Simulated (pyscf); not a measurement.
SiH₃⁺ (SMILES [SiH3+]) + H₂C=CH₂ (SMILES C=C) → H₃C–CH⁺–SiH₃ (SMILES C[CH+][SiH3]), gas phase, singlet surface. Single points on ωB97X-D3(BJ)/def2-SVP structures (PySCF, gas phase). Correlated levels are frozen-core, on RHF or UHF. ΔMP2 is the change of the MP2 total energy from the triple- to the quadruple-zeta basis. ΔG in kcal/mol from CCSD(T)/def2-TZVPP + ΔMP2(QZVPP) energies (ideal gas, 1 atm, RRHO with modes under 100 cm⁻¹ raised to 100, one conformer, R ln 2 for chiral ones without a mode under 150 cm⁻¹).

| T (K) | ΔG |
|---|---|
| 298 | -16.7 |
| 600 | -7.6 |
| 900 | ? |
| 1200 | +9.2 |

Task: Fit a line to the three values, predict ΔG at 900 K, and estimate where the reaction turns unfavourable at 1 atm of each gas.

Result: Least squares gives ΔG = -25.0 + 28.6 × T/1000 K, so ΔS is about -120 J/(mol K) and ΔH about -25.0 kcal/mol over this range (ΔH at 298 K: -25.9). At 900 K the line gives +0.7; the computed value is +1.0. ΔG = 0 falls near 870 K; 1 kcal/mol in the energy moves that by 35 K. This is thermodynamics alone and says nothing of the barrier. The CCSD(T) − MP2 part came from Ansatz, without density fitting, on the same reference.
